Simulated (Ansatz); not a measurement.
[Cl···H···F], doublet in cc-pVDZ: errors against UCCSDT(Q)

Geometry: a point of a hydrogen-transfer path between rigid fragments, not a stationary point.

```xyz
3

Cl    0.0000    0.0000   -1.4447
H     0.0000    0.0000    0.0973
F     0.0000    0.0000    1.3473
```

Basis cc-pVDZ; Ansatz 0.2.0. Only valence electrons are correlated (noble-gas cores frozen), which leaves 15 electrons in 31 orbitals. Prefix R: restricted or restricted open-shell reference; prefix U: unrestricted. Active spaces: valence = (15e, 9o) chosen from the atoms' valence shells; pair = (3e, 3o) about the gap.

Full CI isn't at hand for all of this; UCCSDT(Q) serves as the reference, and is uncertain by the last step of the cluster series or more. The frozen core follows each run's orbitals, which can shift R against U totals by a few meV.

HF rows: RHF is the lowest solution found, UHF is the lowest solution found. Coupled cluster chose its determinant by a search with trial CCSD, here up to 0.10 eV above the lowest Hartree–Fock solution of its kind, and MP2 stands on that determinant too.

```
UHF ⟨S²⟩                          : 0.846
T1 diagnostic (RCCSD)             : 0.0595
largest doubles amplitude (RCCSD) : 0.093
T1 diagnostic (UCCSD)             : 0.0288
```

```
   level  E − E(determinant under the R cluster runs) (eV)
     UHF                                           -0.5224
    RMP2                                           -8.8205
    UMP2                                           -8.9635
   RCCSD                                           -9.8326
   UCCSD                                           -9.8624
RCCSD(T)                                          -10.0114
UCCSD(T)                                          -10.0165
```

Q: Estimate how far UCCSDT(Q) in cc-pVDZ lies from RCCSD(T). The table doesn't fix it; the size of (T) and the diagnostics are the guide.

A: UCCSDT(Q) in cc-pVDZ lies 46 meV below RCCSD(T), which is 26 % of the (T) step (-179 meV). T1 is raised, and the rest is a large part of (T). The miss exceeds 1 kcal/mol.

The other levels:

```csv
level,E − E(UCCSDT(Q)) (meV),share of correlation (%),wall time
RHF†,9953,–,–
BCCD(T),40,99.61,6 s
RCCSDT,24,99.76,–
UCCSDT,22,99.79,–
RCCSDT(Q),-1,100.01,26 s
CASSCF (pair space),8893,11.58,–
NEVPT2 (pair space),749,92.55,2.5 s
MRCISD (pair space),771,92.33,–
MRCISD+Q (pair space),117,98.84,3.7 s
CASSCF (valence space),8773,12.77,–
NEVPT2 (valence space),1557,84.52,1.7 s
MRCISD (valence space),738,92.66,–
MRCISD+Q (valence space),105,98.95,4.8 s
```

A dagger marks rows that describe another state than the reference (another or a broken symmetry, a higher spin or other natural occupations), so the difference holds a gap between states beside the method's error.

The correlation energy at UCCSDT(Q), counted from the determinant under the R cluster runs, is -10.057 eV. That run took 20 s on 1 thread of Arm Neoverse V1, shared host.

Run but not shown, since their state, orbitals or frozen core can't be matched to the reference's or they repeat it: CISD.

Times hold each run's SCF and search for its determinant on a shared host, so for small cases they say little of a method's own cost; they ran on 1 thread of Arm Neoverse V1.

Natural occupations of CASSCF (valence space) about the gap: 2.000 1.999 1.998 1.936 1.002 0.065; effectively unpaired electrons, Σ n²(2−n)², 1.03.
